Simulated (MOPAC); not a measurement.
MOPAC input (PM7):

```
PM7 PRECISE GNORM=0.05 LET XYZ UHF MS=0.5 GEO-OK AUX(PRECISION=9) THREADS=1
C3H7O

O    -0.04634422 1   -0.67304699 1    0.09092762 1
C    -0.05291725 1    0.73251557 1   -0.05466044 1
C     1.23300486 1   -1.23469327 1   -0.09432707 1
C    -1.42383591 1    1.25019667 1    0.11613972 1
H     0.63445594 1    1.19531475 1    0.67585883 1
H     0.34897909 1    1.00381637 1   -1.05108243 1
H     1.13647199 1   -2.31162275 1    0.03325639 1
H     1.62175563 1   -1.02638518 1   -1.09994825 1
H     1.95143697 1   -0.85026382 1    0.64168156 1
H    -2.26251947 1    0.57073731 1    0.09343214 1
H    -1.59733654 1    2.31466541 1    0.17646751 1
```

Output:

```
 *******************************************************************************
 **                                                                           **
 **                              MOPAC v23.2.5                                **
 **                                                                           **
 *******************************************************************************
 ** MOPAC's Digital Object Identifier: https://doi.org/10.5281/zenodo.6511958 **
 **                                                                           **
 ** Please cite the open-source release paper for use of this MOPAC version:  **
 ** J. E. Moussa and J. J. P. Stewart (2026)                                  **
 ** MOPAC: An open-source semiempirical molecular orbital program             **
 ** J. Open Source Softw., 11(119), 8025, https://doi.org/10.21105/joss.08025 **
 *******************************************************************************

                              PM7 CALCULATION RESULTS

 *******************************************************************************
 *  PM7        - The PM7 Hamiltonian to be used
 *  GEO-OK     - OVERRIDE INTERATOMIC DISTANCE AND OTHER SAFETY CHECKS
 *  UHF        - UNRESTRICTED HARTREE-FOCK CALCULATION
 *  MS=        - IN MECI, MAGNETIC COMPONENT OF SPIN =  0.5
 *  LET        - OVERRIDE SOME SAFETY CHECKS
 *  PRECISE    - TIGHTER CRITERIA TO BE USED
 *  XYZ        - CARTESIAN COORDINATE SYSTEM TO BE USED
 *  GNORM      - EXIT WHEN GRADIENT NORM DROPS BELOW 0.050
 *  AUX        - OUTPUT AUXILIARY INFORMATION
 *******************************************************************************
PM7 PRECISE GNORM=0.05 LET XYZ UHF MS=0.5 GEO-OK AUX(PRECISION=9) THREADS=1
 C3H7O

   ATOM   CHEMICAL          X               Y               Z
  NUMBER   SYMBOL      (ANGSTROMS)     (ANGSTROMS)     (ANGSTROMS)

     1       O         -0.04634422  *  -0.67304699  *   0.09092762  *
     2       C         -0.05291725  *   0.73251557  *  -0.05466044  *
     3       C          1.23300486  *  -1.23469327  *  -0.09432707  *
     4       C         -1.42383591  *   1.25019667  *   0.11613972  *
     5       H          0.63445594  *   1.19531475  *   0.67585883  *
     6       H          0.34897909  *   1.00381637  *  -1.05108243  *
     7       H          1.13647199  *  -2.31162275  *   0.03325639  *
     8       H          1.62175563  *  -1.02638518  *  -1.09994825  *
     9       H          1.95143697  *  -0.85026382  *   0.64168156  *
    10       H         -2.26251947  *   0.57073731  *   0.09343214  *
    11       H         -1.59733654  *   2.31466541  *   0.17646751  *

          CARTESIAN COORDINATES

    NO.       ATOM           X           Y           Z

     1         O         -0.0463     -0.6730      0.0909
     2         C         -0.0529      0.7325     -0.0547
     3         C          1.2330     -1.2347     -0.0943
     4         C         -1.4238      1.2502      0.1161
     5         H          0.6345      1.1953      0.6759
     6         H          0.3490      1.0038     -1.0511
     7         H          1.1365     -2.3116      0.0333
     8         H          1.6218     -1.0264     -1.0999
     9         H          1.9514     -0.8503      0.6417
    10         H         -2.2625      0.5707      0.0934
    11         H         -1.5973      2.3147      0.1765

 General Reference for PM7:
 "Optimization of Parameters for Semiempirical Methods VI: More Modifications to the
 NDDO Approximations and Re-optimization of Parameters", J. J. P. Stewart, J. Mol. Mod., 1:32, 19 (2013)
 https://link.springer.com/article/10.1007/s00894-012-1667-x

           Empirical Formula: C3 H7 O  =    11 atoms

      MOLECULAR POINT GROUP   :   C1

          UHF CALCULATION, NO. OF ALPHA ELECTRONS =   13
                           NO. OF BETA  ELECTRONS =   12

          Geometry optimization using EF

          DIAGONAL MATRIX USED AS START HESSIAN

 CYCLE:     1  GRAD.:    38.343 HEAT: -15.28215
 CYCLE:     2  GRAD.:   178.347 HEAT: -2.899683
 CYCLE:     3  GRAD.:    50.412 HEAT: -15.46678
 CYCLE:     4  GRAD.:   442.150 HEAT:  23.80032
 CYCLE:     5  GRAD.:    84.148 HEAT: -13.03659
 CYCLE:     6  GRAD.:   195.675 HEAT:  1.621674
 CYCLE:     7  GRAD.:    45.468 HEAT: -15.62274
 CYCLE:     8  GRAD.:   186.069 HEAT: -2.244047
 CYCLE:     9  GRAD.:    38.188 HEAT: -16.01825
 CYCLE:    10  GRAD.:   263.310 HEAT: 0.8134314
 CYCLE:    11  GRAD.:    65.257 HEAT: -14.51280
 CYCLE:    12  GRAD.:   293.437 HEAT:  17.39798
 CYCLE:    13  GRAD.:    42.796 HEAT: -15.87984
 CYCLE:    14  GRAD.:   129.684 HEAT: -7.761727
 CYCLE:    15  GRAD.:     9.465 HEAT: -16.59748
 CYCLE:    16  GRAD.:    36.154 HEAT: -16.15189
 CYCLE:    17  GRAD.:     5.338 HEAT: -16.64179
 CYCLE:    18  GRAD.:    14.845 HEAT: -16.54728
 CYCLE:    19  GRAD.:     3.991 HEAT: -16.66601
 CYCLE:    20  GRAD.:    12.211 HEAT: -16.60667
 CYCLE:    21  GRAD.:     1.216 HEAT: -16.68596
 CYCLE:    22  GRAD.:     1.049 HEAT: -16.69494
 CYCLE:    23  GRAD.:     2.326 HEAT: -16.72130
 CYCLE:    24  GRAD.:     1.264 HEAT: -16.72541
 CYCLE:    25  GRAD.:     0.728 HEAT: -16.72839
 CYCLE:    26  GRAD.:     1.221 HEAT: -16.73297
 CYCLE:    27  GRAD.:     1.640 HEAT: -16.73866
 CYCLE:    28  GRAD.:     1.741 HEAT: -16.74584
 CYCLE:    29  GRAD.:     0.859 HEAT: -16.75028
 CYCLE:    30  GRAD.:     0.721 HEAT: -16.75515
 CYCLE:    31  GRAD.:     0.534 HEAT: -16.75644
 CYCLE:    32  GRAD.:     0.334 HEAT: -16.75698
 CYCLE:    33  GRAD.:     0.205 HEAT: -16.75721
 CYCLE:    34  GRAD.:     0.236 HEAT: -16.75757
 CYCLE:    35  GRAD.:     0.446 HEAT: -16.75814
 CYCLE:    36  GRAD.:     0.589 HEAT: -16.75898
 CYCLE:    37  GRAD.:     0.314 HEAT: -16.75972
 CYCLE:    38  GRAD.:     0.146 HEAT: -16.75987
 CYCLE:    39  GRAD.:     0.051 HEAT: -16.75991
 CYCLE:    40  GRAD.:     0.050 HEAT: -16.75992

     GRADIENT =  0.04954 IS LESS THAN CUTOFF =  0.05000

 -------------------------------------------------------------------------------
 PM7 PRECISE GNORM=0.05 LET XYZ UHF MS=0.5 GEO-OK AUX(PRECISION=9) THREADS=1
 C3H7O

     GEOMETRY OPTIMISED USING EIGENVECTOR FOLLOWING (EF).
     SCF FIELD WAS ACHIEVED

                              PM7 CALCULATION
                                                       MOPAC v23.2.5 Linux

          FINAL HEAT OF FORMATION =        -16.75992 KCAL/MOL =     -70.12352 KJ/MOL

          COSMO AREA              =        106.70 SQUARE ANGSTROMS
          COSMO VOLUME            =         89.20 CUBIC ANGSTROMS

          GRADIENT NORM           =          0.04954          =       0.01494 PER ATOM
          IONIZATION POTENTIAL    =          9.218783 EV
          ALPHA SOMO LUMO (EV)    =         -9.219  2.363
          BETA  SOMO LUMO (EV)    =         -9.980  0.666
          NO. OF ALPHA ELECTRONS  =         13
          NO. OF BETA  ELECTRONS  =         12
          MOLECULAR WEIGHT        =         59.0877         POINT GROUP:  Cs

          MOLECULAR DIMENSIONS (Angstroms)

            Atom       Atom       Distance
            H    11    H     7     5.28828
            H    10    H     9     2.86067
            H     8    H     5     1.75305

          SCF CALCULATIONS        =         41

   ATOM   CHEMICAL          X               Y               Z
  NUMBER   SYMBOL      (ANGSTROMS)     (ANGSTROMS)     (ANGSTROMS)

     1       O         -0.04997508  *  -0.64725282  *   0.06423983  *
     2       C         -0.02446491  *   0.77499920  *  -0.05592018  *
     3       C          1.22566439  *  -1.23376599  *  -0.09668167  *
     4       C         -1.41184161  *   1.21615950  *   0.10649719  *
     5       H          0.63931880  *   1.19565843  *   0.72932190  *
     6       H          0.38511779  *   1.05328997  *  -1.05027674  *
     7       H          1.02162158  *  -2.30484950  *   0.03311582  *
     8       H          1.62399346  *  -1.04484488  *  -1.09813989  *
     9       H          1.92181164  *  -0.88697683  *   0.67284347  *
    10       H         -2.18800326  *   0.50200602  *   0.27439256  *
    11       H         -1.67043540  *   2.24685040  *   0.06050238  *

                             CARTESIAN COORDINATES

   1    O       -0.049975078    -0.647252824     0.064239827
   2    C       -0.024464913     0.774999197    -0.055920182
   3    C        1.225664391    -1.233765990    -0.096681665
   4    C       -1.411841613     1.216159502     0.106497192
   5    H        0.639318805     1.195658428     0.729321896
   6    H        0.385117787     1.053289972    -1.050276736
   7    H        1.021621580    -2.304849503     0.033115823
   8    H        1.623993456    -1.044844877    -1.098139890
   9    H        1.921811636    -0.886976834     0.672843472
  10    H       -2.188003257     0.502006016     0.274392558
  11    H       -1.670435398     2.246850400     0.060502379

           Empirical Formula: C3 H7 O  =    11 atoms

      MOLECULAR POINT GROUP   :   Cs

          ALPHA EIGENVALUES
 -29.64367 -26.32152 -23.75284 -20.79268 -16.91012 -16.18845 -15.37063 -13.89945
 -13.85403 -12.93182 -12.00114 -10.13125  -9.21878   2.36257   4.19356   4.92702
   5.35998   5.57068   5.63159   5.72987   6.18871   6.29351   6.52992

           BETA EIGENVALUES
 -29.61590 -26.14404 -23.72368 -20.51144 -16.84474 -16.04601 -15.28869 -13.68399
 -13.65903 -12.79764 -11.96460  -9.98002   0.66636   2.35457   4.35502   5.06785
   5.48562   5.57144   5.64754   5.80577   6.29901   6.39395   6.77490

              NET ATOMIC CHARGES AND DIPOLE CONTRIBUTIONS

  ATOM NO.   TYPE          CHARGE      No. of ELECS.   s-Pop       p-Pop
    1          O          -0.370517        6.3705     1.88403     4.48649
    2          C          -0.049897        4.0499     1.07673     2.97317
    3          C          -0.207237        4.2072     1.08070     3.12653
    4          C          -0.321160        4.3212     1.12462     3.19654
    5          H           0.131261        0.8687     0.86874
    6          H           0.131121        0.8689     0.86888
    7          H           0.147069        0.8529     0.85293
    8          H           0.119866        0.8801     0.88013
    9          H           0.119741        0.8803     0.88026
   10          H           0.158224        0.8418     0.84178
   11          H           0.141528        0.8585     0.85847
 DIPOLE           X         Y         Z       TOTAL
 POINT-CHG.     1.662     0.904    -0.343     1.923
 HYBRID        -0.066    -0.077     0.018     0.103
 SUM            1.596     0.828    -0.325     1.827

          ATOMIC ORBITAL ELECTRON POPULATIONS

     Atom    s        px        py        pz
    1  O   1.88403   1.29618   1.23939   1.95092
    2  C   1.07673   1.03612   0.82635   1.11070
    3  C   1.08070   0.91376   1.08441   1.12836
    4  C   1.12462   1.04009   1.11688   1.03957
    5  H   0.86874
    6  H   0.86888
    7  H   0.85293
    8  H   0.88013
    9  H   0.88026
   10  H   0.84178
   11  H   0.85847

                    (SZ)    =    0.500000
                    (S**2)  =    0.753364

          ATOMIC ORBITAL SPIN POPULATIONS

    Atom   Total    s     px     py     pz
         Atomic
    1  O  0.0015 -0.000  0.001  0.002 -0.001
    2  C -0.0493 -0.008 -0.030 -0.004 -0.008
    3  C -0.0013 -0.000 -0.001 -0.000  0.000
    4  C  1.0399  0.026  0.050  0.037  0.927
    5  H  0.0335  0.033
    6  H  0.0335  0.033
    7  H  0.0001  0.000
    8  H  0.0000  0.000
    9  H  0.0000  0.000
   10  H -0.0288 -0.029
   11  H -0.0290 -0.029

 **********************
 *                    *
 * JOB ENDED NORMALLY *
 *                    *
 **********************

 == MOPAC DONE ==
```
